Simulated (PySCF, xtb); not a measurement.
Potential energy curve for SO, triplet. Each curve is given relative to its own lowest point near equilibrium.

```json
[
 {"R / Å": "1.18", "A": "141.5", "B": "143.2", "C": "115.0", "D": "124.3"},
 {"R / Å": "1.25", "A": "75.6", "B": "77.5", "C": "57.0", "D": "62.1"},
 {"R / Å": "1.34", "A": "27.6", "B": "28.9", "C": "17.4", "D": "18.6"},
 {"R / Å": "1.40", "A": "11.0", "B": "11.7", "C": "5.2", "D": "5.2"},
 {"R / Å": "1.44", "A": "4.6", "B": "5.0", "C": "1.3", "D": "1.1"},
 {"R / Å": "1.48", "A": "1.1", "B": "1.3", "C": "0.0", "D": "0.0"},
 {"R / Å": "1.51", "A": "0.0", "B": "0.0", "C": "0.4", "D": "0.8"},
 {"R / Å": "1.58", "A": "11.3", "B": "1.1", "C": "5.0", "D": "6.1"},
 {"R / Å": "1.64", "A": "25.1", "B": "5.3", "C": "11.9", "D": "11.4"},
 {"R / Å": "1.70", "A": "36.2", "B": "11.5", "C": "20.5", "D": "17.2"},
 {"R / Å": "1.84", "A": "59.5", "B": "30.4", "C": "44.8", "D": "31.9"}
]
```

Energies in kcal/mol.

Task: Match the curves with the methods GFN1-xTB (xtb); UHF/cc-pVDZ in PySCF; unrestricted r2SCAN/cc-pVDZ in PySCF 2.14.0; unrestricted MP2 (frozen core)/6-31G*, spherical d (PySCF 2.14.0).

Result: A is UMP2/6-31G*; B is UKS-r2SCAN; C is GFN1-xTB; D is UHF.

The scan ran from 1.18 to 5.96 Å; beyond the distances shown one of the unrestricted levels run for this scan, shown here or not, changes its spin distribution in one step.
